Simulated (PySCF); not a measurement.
Species: C5H4.
Atom-mapped SMILES: `[CH:1]#[C:2][CH:3]=[C:4]=[CH2:5]` (hydrogens: H6 on C1; H7 on C3; H8, H9 on C5)

Cartesian coordinates in Å at the PBE0-D3(BJ)/def2-SVP level; atoms count from 1:
```xyz
9
C5H4 angstrom
C     -2.4782    0.5652    0.3599
C     -1.4865   -0.0639    0.0551
C     -0.3436   -0.8359   -0.3003
C      0.8357   -0.3233   -0.5952
C      2.0052    0.1725   -0.8884
H     -3.3515    1.1290    0.6304
H     -0.4622   -1.9278   -0.3289
H      2.7611    0.3403   -0.1131
H      2.2657    0.4411   -1.9182
```

Computed, not measured: MP2 and CCSD/aug-cc-pVDZ in PySCF, restricted Hartree–Fock reference, frozen core, non-relativistic, gas phase, PBE0-D3(BJ)/def2-SVP geometry.

E(HF) = -191.55472 Eh.

Task: How large is the problem?

Result: 151 basis functions and 34 electrons; 5 orbitals frozen, which leaves o = 12 correlated occupied and v = 134 virtual orbitals. That is o·v = 1608 singles and o·v(o·v + 1)/2 = 1293636 distinct closed-shell doubles amplitudes before symmetry; the costliest CCSD step grows as o²v⁴ = 4.6 × 10^10.

Task: What are the MP2 and CCSD correlation energies?

Result: MP2 -0.6543 Eh and CCSD -0.6890 Eh, which gives totals of -192.20898 and -192.24377 Eh. That is 0.781 eV for each correlated electron at CCSD (1809 kJ/mol in all, 0.358 % of the total energy); MP2 gives 95.0 % of the CCSD value.

Task: What is the T1 diagnostic?

Result: 0.0123, below the customary warning level of 0.02. It is the norm of the spatial-orbital singles amplitudes over the root of the number of correlated electrons, so the norm is 0.060.

Task: How does correlation change the dipole moment?

Result: HF gives 0.86 D and CCSD (unrelaxed density) 0.65 D, a change of -0.21 D.

No triples correction and no basis-set extrapolation were made.
